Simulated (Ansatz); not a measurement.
Rock-salt SrO, relaxed in Ansatz (plane waves) with several semilocal functionals. Each gives its own volume and its own elastic constant C11:

```json
[
 {"level": "LDA", "V0 (Å³/atom)": "16.235", "elastic constant C11 (GPa)": "208.9", "ln V0": "2.7872", "ln C11": "5.3419"},
 {"level": "PBEsol", "V0 (Å³/atom)": "16.800", "elastic constant C11 (GPa)": "183.8", "ln V0": "2.8214", "ln C11": "5.2138"},
 {"level": "PBE", "V0 (Å³/atom)": "17.524", "elastic constant C11 (GPa)": "160.0", "ln V0": "2.8636", "ln C11": "5.0752"}
]
```

### Question
Fit a straight line to ln C11 against ln V0. What does it predict for r²SCAN, whose volume is 17.171 Å³/atom?

### Answer
With x = ln V0 and y = ln C11: means 2.82407 and 5.21030; Σ(Δx Δy) = -0.01020, Σ(Δx²) = 0.002929, so the slope is -3.48. At x = 2.8432 the line gives y = 5.21030 + (-3.48) × (2.8432 − 2.82407) = 5.1437, or 171.3 GPa. The run with r²SCAN gives 183.0 GPa, +6.8 % from the line. The rows used scatter about it by up to 0.6 %, while the largest value lies 31 % above the smallest.

Measured: 175 GPa (measured, temperature not stated, not corrected to a static lattice; as tabulated in Oses et al. (2018), arXiv:1811.08464).

Ansatz's density-functional and Hartree–Fock values are scalar-relativistic unless marked +SOC, with PAW data made under PBE.

Ansatz is an electronic-structure program.
